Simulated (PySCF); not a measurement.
Method: M06-2X/def2-TZVP // PBE0-D3(BJ)/def2-SVP run with PySCF. Gas-phase values, no solvent. Delta-SCF ions had no search for a lower state. 

Reference species (SMILES): `N` (neutral, multiplicity 1).

The dipole moment is 1.80 D. The vertical ionisation energy (Delta-SCF) is 11.00 eV.

Changed species: `C#N` (free base NCH; the reference has free base NH3).

Problem. What does the change do to the dipole moment and vertical ionisation energy (Delta-SCF)?

Solution. the dipole moment rises by 1.27 D, to 3.07 D; the vertical ionisation energy (Delta-SCF) goes up by 2.66 eV, to 13.66 eV.
